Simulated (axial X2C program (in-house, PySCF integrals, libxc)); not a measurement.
## HCl⁻ along the bond: BP86, with spin–orbit coupling

All values were computed with an axial X2C code built on PySCF integrals. Two-component (2c) means X2C with spin–orbit coupling and atomic mean-field two-electron Coulomb and Gaunt terms. Basis: Cl dyall-av3z [9s8p3d2f], H dyall-av3z [7s3p2d] (cores contracted in-house); Gaussian nuclei, density fitting, unrestricted open shells. Masses: Cl 34.969 u, H 1.008 u.

State: Ω = 1/2 (⟨Sz⟩ = 0.50, ⟨Lz⟩ = 0.00 at BP86). Dipoles are positive if H is the positive end and refer to the centre of mass.

| R (Å) | μ (D) | HOMO (eV) | LUMO (eV) |
| --- | --- | --- | --- |
| 1.150 | -5.423 | 1.53 | 1.91 |
| 1.203 | -5.515 | 1.53 | 1.92 |
| 1.243 | -5.548 | 1.54 | 1.93 |
| 1.282 | -5.547 | 1.55 | 1.95 |
| 1.322 | -5.510 | 1.56 | 1.98 |
| 1.368 | -5.427 | 1.58 | 2.02 |
| 1.415 | -5.300 | 1.60 | 2.06 |
| 1.474 | -5.089 | 1.62 | 2.13 |
| 1.547 | -4.768 | 1.65 | 2.23 |
| 1.653 | -4.233 | 1.65 | 2.37 |

Q: The minimum lies at 1.360 Å. What is the dipole moment there?

A: At BP86, 2c, with the sign and origin stated: μ = -5.44 D.

Occupations by symmetry block were frozen at the best pattern of an incomplete PBE0 search. Density functionals use the spin component along the axis (collinear). The highest occupied level is positive at some bond lengths even in Hartree–Fock (under at least one Hamiltonian), so the basis set holds the extra electron there; where that holds at Re the anion is at best weakly bound and its constants depend on the basis. The LUMO of an anion is an unbound level whose energy the basis sets.
